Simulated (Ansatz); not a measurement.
This geometry of AlH₆NO (9 atoms, charge 0, multiplicity 1) is a first-order saddle point.

Level of theory: Ansatz 0.2.0, RKS PBE0-D4/def2-SVP.

```xyz
9
Properties=species:S:1:pos:R:3
Al 0.087 0.343 0.039
O -0.184 -0.022 1.923
H -1.014 -0.363 2.272
H 1.500 -0.212 -0.428
H -1.279 0.042 -0.731
N 0.129 2.087 0.827
H 1.007 2.597 0.897
H -0.601 2.761 0.606
H -0.147 1.093 1.864
```

**Question.** Which two structures does it join? (They come from a converged band through this point; their orientation in space is the band's.)

**Answer.** Bonds broken: N6–H9. Bonds formed: O2–H9.

Image 0:

```xyz
9
Properties=species:S:1:pos:R:3
Al -0.069 0.179 0.267
O -0.479 -0.240 1.916
H -0.717 -1.118 2.215
H 1.401 -0.202 -0.252
H -1.267 0.246 -0.800
N 0.142 2.128 0.860
H 1.075 2.521 0.745
H -0.535 2.777 0.457
H -0.054 2.035 1.861
```

Image 8:

```xyz
9
Properties=species:S:1:pos:R:3
Al 0.104 0.418 0.038
O -0.186 -0.058 1.966
H -1.051 -0.389 2.240
H 1.495 -0.220 -0.391
H -1.282 0.022 -0.654
N 0.150 2.142 0.742
H 1.028 2.657 0.772
H -0.582 2.805 0.496
H -0.179 0.949 2.061
```

**Question.** How far does it lie above each of them?

**Answer.** 18.7 kcal/mol above the first and 0.5 kcal/mol above the second. This is the barrier of this one path; another mechanism may lie lower. The orbitals stay closed-shell, which can raise the energy where a bond breaks towards radicals; this wasn't checked here.

Time of the run: 120 s on 1 thread of Intel(R) Xeon(R) 6975P-C (Granite Rapids) (shared host), peak memory 0.16 GiB.
